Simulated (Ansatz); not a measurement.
# Molecular dynamics of CH₅BO

Input:

```yaml
crystal:
  periodic: [false, false, false]
  atoms:
    - { symbol: B, position_ang: [0.017899, -0.218313, -0.089223] }
    - { symbol: H, position_ang: [-0.029297, -0.511348, 1.091719] }
    - { symbol: C, position_ang: [1.385239, 0.02144, -0.816313] }
    - { symbol: H, position_ang: [2.021121, -0.878551, -0.732229] }
    - { symbol: H, position_ang: [1.27716, 0.280146, -1.881017] }
    - { symbol: H, position_ang: [1.947778, 0.82667, -0.309984] }
    - { symbol: O, position_ang: [-1.141094, -0.099413, -0.78349] }
    - { symbol: H, position_ang: [-1.925606, -0.267431, -0.246762] }
basis:
  gaussian: { orbitals: def2-SVP }
hamiltonian:
  xc: b3lyp
  dispersion: d4
md:
  timestep: 1.0
  n_steps: 150
  ensemble: nvt_langevin
  temperature: 700.0
  initial_velocities: maxwell_boltzmann
  seed: 210431
  friction: 0.02
```

Launched with:

```bash
$ ansatz run input.yaml --threads 1 --pin off --max-ram 2048MiB --backend cpu --events-out ev --progress --plain --runs-dir out
```

It starts from a relaxed structure.

Output, in part (step lines, the closing report, with atoms numbered from 0):

```
md step     0: t =     0.00 fs  T =   612.5 K  F+E_penalty+E_count = -3840.81430450 eV  E_kin = 0.633374 eV  (23 SCF iters)
[... lines left out ...]
Total energy: -3840.41076138 eV, -141.1324923567 hartree
Atom 0 at     0.706815     0.692541    -0.747706 Å, force     1.384467    -1.700854    -2.492968 eV/Å
Atom 1 at     1.525236     1.267675    -0.094487 Å, force     0.293796     0.308194     0.412676 eV/Å
Atom 2 at     1.346106    -0.230200    -1.957766 Å, force     0.098862     0.310786     2.072092 eV/Å
Atom 3 at     2.250544    -0.683015    -1.488309 Å, force    -0.291872    -0.204008    -0.092031 eV/Å
Atom 4 at     0.828920    -1.007379    -2.530942 Å, force    -0.442502     0.098505     0.114175 eV/Å
Atom 5 at     1.821555     0.462121    -2.638415 Å, force     0.126861     0.674530    -0.733015 eV/Å
Atom 6 at    -0.587377     0.911561    -0.512268 Å, force    -0.216962    -0.725655    -0.717446 eV/Å
Atom 7 at    -0.502124     1.545847     0.173495 Å, force    -0.952650     1.238502     1.436517 eV/Å
Dipole moment:     0.048765     0.183285     0.189137 e Å
```

The steps, from the saved trajectory:

| time (fs) | T (K) | potential energy less start (eV) |
| --- | --- | --- |
| 0 | 612 | 0.000 |
| 5 | 440 | 0.286 |
| 10 | 384 | 0.487 |
| 15 | 429 | 0.439 |
| 20 | 543 | 0.373 |
| 25 | 635 | 0.368 |
| 30 | 648 | 0.424 |
| 35 | 638 | 0.519 |
| 40 | 671 | 0.469 |
| 45 | 623 | 0.479 |
| 50 | 698 | 0.537 |
| 55 | 832 | 0.445 |
| 60 | 1007 | 0.398 |
| 65 | 730 | 0.407 |
| 70 | 691 | 0.435 |
| 75 | 827 | 0.409 |
| 80 | 554 | 0.560 |
| 85 | 629 | 0.292 |
| 90 | 689 | 0.379 |
| 95 | 527 | 0.510 |
| 100 | 731 | 0.375 |
| 105 | 596 | 0.373 |
| 110 | 728 | 0.371 |
| 115 | 787 | 0.298 |
| 120 | 711 | 0.324 |
| 125 | 439 | 0.421 |
| 130 | 706 | 0.452 |
| 135 | 470 | 0.513 |
| 140 | 619 | 0.432 |
| 145 | 571 | 0.482 |
| 150 | 622 | 0.404 |

The run went to its last step. A run of 0.15 ps of so small a system gives no equilibrium averages.

The same pairs are bonded in the first frame and the last. Pairs count as bonded within 1.25 times the sum of covalent radii (0.12 Å more for H–H).

Last frame:

```xyz
8
Properties=species:S:1:pos:R:3
B 0.707 0.693 -0.748
H 1.525 1.268 -0.095
C 1.346 -0.230 -1.958
H 2.251 -0.683 -1.488
H 0.829 -1.007 -2.531
H 1.822 0.462 -2.638
O -0.587 0.912 -0.512
H -0.502 1.546 0.173
```

Run time: 4 min on 1 thread of Arm Neoverse V1, with other jobs on the host, peak memory 0.11 GiB.
